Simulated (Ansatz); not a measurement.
`CC(F)C(F)F` → `FCC(F)F` + `[CH2]` (triplet) at 500 K and 1 bar (formal loss of a carbene).

Isolated molecules relaxed with PBE0-D4/def2-TZVP in Ansatz; ΔE leaves out vibrations. CCSD(T)/CBS adds triple-zeta CCSD(T) − MP2 to the extrapolated MP2 energy (def2 sets, frozen cores). This one scheme is used for every species. Triplets are unrestricted, without spin–orbit coupling. One conformer a species, not always the lowest.

```
          species  CCSD(T)/CBS energy (Eh)  H − E (kJ/mol)  S (J/(mol·K))
     `CC(F)C(F)F`               -416.54034           257.1          390.0
        `FCC(F)F`               -377.27138           174.3          347.4
`[CH2]` (triplet)                -39.09499            62.7          213.9
```

H − E and S are ideal-gas, rigid-rotor, harmonic terms from PBE0-D4/def2-TZVP, for one conformer and one mirror image of each species, with the whole ground term of open shells counted as degenerate. 1 Eh = 2625.50 kJ/mol, R = 8.31446 J/(mol·K).

Question: By hand: ΔE, ΔH, ΔS and ΔG.

Answer: ΔE = (-377.27138) + (-39.09499) − (-416.54034) = 0.17397 Eh = 456.8 kJ/mol. Δ(H − E) = 174.3 + 62.7 − 257.1 = -20.1, so ΔH = 436.7 kJ/mol. ΔS = 347.4 + 213.9 − 390.0 = 171.3 J/(mol·K). ΔG = 436.7 − 500 × (171.3)/1000 = 351.0 kJ/mol.

Question: By hand: the equilibrium constant, and the temperature at which ΔG would vanish if ΔH and ΔS stayed fixed.

Answer: log₁₀ K = −ΔG/(RT ln 10) = -36.7. ΔG = 0 at ΔH/ΔS = 2549 K, far beyond where these terms or the molecules hold.

The number of gas molecules changes by +1, which sets the sign of ΔS. A doubt of 5 kJ/mol in ΔE shifts log₁₀ K by 0.5 here. Other conformers and mirror images would add mixing entropy, several J/(mol·K) or more a flexible species. A triplet takes part, so the spin changes. These are equilibria of isolated gas molecules and say nothing of rates. Largest T1 diagnostic: 0.011 (customary marks: 0.02 for closed shells, 0.045 for open ones).
